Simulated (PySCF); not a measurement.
# HNO: PBE0 against B3LYP

Base calculation in PySCF with density fitting and no spin–orbit coupling, PBE0/def2-TZVP (no relativity): singlet, Cs, N–H 1.063 Å, N–O 1.190 Å; H–N–O 108.9°; wavenumbers 1578, 1726, 2880 cm⁻¹; dipole moment 1.67 D, gap between the highest occupied and lowest empty levels 4.32 eV, polar-tensor charge of N 0.27 e, atomisation energy (no zero-point energy) 846 kJ/mol.

Task: What changes on going to B3LYP/def2-TZVP (no relativity)?

Result: The point group stays the same. Changes: mean bond to N +0.004 Å, smallest bond angle 0.0 degrees, highest wavenumber -52 cm⁻¹, lowest wavenumber -11 cm⁻¹, dipole moment +0.02 D, gap between the highest occupied and lowest empty levels -0.59 eV, polar-tensor charge of N 0.00 e, atomisation energy (no zero-point energy) +14 kJ/mol. The new structure has N–H 1.065 Å, N–O 1.197 Å; H–N–O 108.9°, with wavenumbers 1567, 1668, 2828 cm⁻¹.

Only the bonding shown was studied: isomers, or loss of a ligand pair, can lie lower.
